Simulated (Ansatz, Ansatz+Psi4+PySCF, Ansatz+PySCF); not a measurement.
```xyz
5

C     0.0000    0.4377    0.0000
C     1.1919   -0.1451    0.0000
F    -1.1489   -0.2783    0.0000
H    -0.1864    1.5058    0.0000
H     2.0839    0.4663    0.0000
```

Basis set: cc-pVTZ (spherical functions). Left uncorrelated: 3 orbitals. Correlation on ROHF uses semicanonical orbitals with singles. Charge 0, multiplicity 2.

Computed with Ansatz (development build ahead of 0.2.0); each method stands on the lowest determinant of its kind that the runs found.

Give the atomization energy at this shape (free ground-state atoms in the same class of orbitals less the molecule, no zero-point energy) of doublet C2H2F by ROHF-MP2, UHF-MP2.

| method | atomization energy |
| --- | --- |
| ROHF-MP2 | 19.32 eV |
| UHF-MP2 | 19.05 eV |

Caution for UHF-MP2: the unrestricted determinant is spin contaminated.
